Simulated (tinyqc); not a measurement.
Inside a calculation. Method: Born-Oppenheimer dynamics on the UHF/sto-3g surface (energies and gradients from PySCF), for BH2, spin multiplicity 2. Computed by tinyqc, a small Python program that keeps every step (integrals from PySCF). Settings: charge = 0, multiplicity = 2, basis = sto-3g, time step (fs) = 0.5, steps = 24. Command: `OMP_NUM_THREADS=1 python tinyqc.py 26345 26346 out.jsonl` (the two numbers bound the seeds that draw the settings). One thread of a shared host (Intel(R) Xeon(R) Processor @ 2.60GHz), about 2 s of CPU time with the checks.

## Velocity Verlet step 1

positions (bohr), order 1B, 2H, 3H:
$$\begin{pmatrix}
0.02268 & 0.02079 & -0.02268 \\
-0.02268 & 1.95965 & 0.69164 \\
0.01701 & -1.95020 & 0.68975
\end{pmatrix}$$

velocities (bohr per atomic time unit), order 1B, 2H, 3H:
$$\begin{pmatrix}
0.00000696 & 0.00000410 & 0.00000015 \\
-0.00007304 & -0.00012290 & 0.00000015 \\
-0.00000304 & 0.00007810 & -0.00000185
\end{pmatrix}$$

gradient (hartree/bohr), order 1B, 2H, 3H:
$$\begin{pmatrix}
-0.0021098 & 0.0127848 & 0.0550236 \\
0.0015057 & -0.0417290 & -0.0300876 \\
0.0006042 & 0.0289442 & -0.0249360
\end{pmatrix}$$

masses (electron masses): 1B 20068.73532, 2H 1837.15259, 3H 1837.15259

gradient after step 1 (hartree/bohr), order 1B, 2H, 3H:
$$\begin{pmatrix}
-0.0021427 & 0.0122812 & 0.0539782 \\
0.0015212 & -0.0400990 & -0.0294783 \\
0.0006215 & 0.0278179 & -0.0244999
\end{pmatrix}$$

dt = 0.5 fs = 20.6707 atomic units; x' = x + v dt - g dt^2 / (2m); after the new gradient g', v' = v - (g + g') dt / (2m).

positions after step 1 (bohr), order 1B, 2H, 3H:
$$\begin{pmatrix}
0.02284 & 0.02074 & -0.02326 \\
-0.02436 & 1.96196 & 0.69514 \\
0.01687 & -1.95195 & 0.69261
\end{pmatrix}$$

velocities after step 1 (bohr per atomic time unit), order 1B, 2H, 3H:
$$\begin{pmatrix}
0.00000915 & -0.00000881 & -0.00005598 \\
-0.00009006 & 0.00033744 & 0.00033526 \\
-0.00000993 & -0.00024123 & 0.00027627
\end{pmatrix}$$

## Velocity Verlet step 2

gradient after step 2 (hartree/bohr), order 1B, 2H, 3H:
$$\begin{pmatrix}
-0.0020311 & 0.0099693 & 0.0498195 \\
0.0014035 & -0.0333480 & -0.0269604 \\
0.0006276 & 0.0233787 & -0.0228591
\end{pmatrix}$$

As before.

positions after step 2 (bohr), order 1B, 2H, 3H:
$$\begin{pmatrix}
0.02306 & 0.02042 & -0.02499 \\
-0.02640 & 1.97360 & 0.70550 \\
0.01660 & -1.96017 & 0.70117
\end{pmatrix}$$

velocities after step 2 (bohr per atomic time unit), order 1B, 2H, 3H:
$$\begin{pmatrix}
0.00001130 & -0.00002027 & -0.00010944 \\
-0.00010652 & 0.00075064 & 0.00065277 \\
-0.00001696 & -0.00052925 & 0.00054270
\end{pmatrix}$$

## Energy conservation

The total energy should stay constant up to terms of order dt^2; the step counts as short enough if it moves by less than 2 % of the largest kinetic energy.

Trajectory:
```
time (fs)  1B-2H (angstrom)  potential (hartree)  kinetic (hartree)  total (hartree)
0.00000             1.09368          -25.4010824          0.0000250      -25.4010573
0.50000             1.09562          -25.4014371          0.0003720      -25.4010651
1.00000             1.10381          -25.4026665          0.0015731      -25.4010934
1.50000             1.11733          -25.4043307          0.0032023      -25.4011284
2.00000             1.13475          -25.4058799          0.0047249      -25.4011550
2.50000             1.15436          -25.4068838          0.0057188      -25.4011650
3.00000             1.17437          -25.4071663          0.0060080      -25.4011583
3.50000             1.19311          -25.4068140          0.0056737      -25.4011403
4.00000             1.20917          -25.4060975          0.0049793      -25.4011182
4.50000             1.22141          -25.4053605          0.0042622      -25.4010983
5.00000             1.22905          -25.4049171          0.0038319      -25.4010852
5.50000             1.23161          -25.4049771          0.0038957      -25.4010814
6.00000             1.22899          -25.4056026          0.0045148      -25.4010877
6.50000             1.22138          -25.4066934          0.0055901      -25.4011033
7.00000             1.20935          -25.4080031          0.0068777      -25.4011254
7.50000             1.19376          -25.4091847          0.0080356      -25.4011492
8.00000             1.17582          -25.4098698          0.0087018      -25.4011680
8.50000             1.15700          -25.4097740          0.0085993      -25.4011747
9.00000             1.13895          -25.4088087          0.0076446      -25.4011641
9.50000             1.12339          -25.4071542          0.0060171      -25.4011371
10.00000            1.11192          -25.4052409          0.0041384      -25.4011025
10.50000            1.10576          -25.4036100          0.0025354      -25.4010746
11.00000            1.10560          -25.4026944          0.0016286      -25.4010658
11.50000            1.11142          -25.4026327          0.0015539      -25.4010787
12.00000            1.12253          -25.4032275          0.0021225      -25.4011050
```

The total energy moves within 1.2e-04 hartree, under 2 % of the largest kinetic energy.
